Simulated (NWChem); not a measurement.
Exact exchange and the dipole moment of C2H3O2

The species is C2H3O2 (7 atoms), meant as a doublet with charge 0. SMILES: `CC([O])=O`. Geometry: relaxed at PBE0-D4/def2-TZVP.

The dipole moment y, in D, basis aug-cc-pVDZ; a is the functional's share of exact exchange. Programs: NWChem 7.3.0.

| functional | program | a | y (D) |
| --- | --- | --- | --- |
| UTPSS | NWChem | 0 | 3.21 |
| UBLYP | NWChem | 0 | 3.22 |
| UB3LYP | NWChem | 0.2 | ? |
| UPBE0 | NWChem | 0.25 | 3.34 |
| UBHLYP | NWChem | 0.5 | 3.54 |

Task: Fit y = c + s·a to the known rows and predict UB3LYP.

Result: 
1. Means of the 4 rows: a = 0.1875, y = 3.328.
2. Σ(Δa)² = 0.17188, Σ(Δa·Δy) = 0.10937, so the slope is 0.10937/0.17188 = 0.63632.
3. Intercept: 3.328 − (0.63632) × 0.1875 = 3.209. The largest residual of the fit is 0.028.
4. UB3LYP: 3.209 + (0.63632) × 0.2 = 3.34 D.

The run gave 3.35 D, so the prediction is off by -0.01 D, within the scatter of the fit. More exact exchange makes the molecule more polar here.
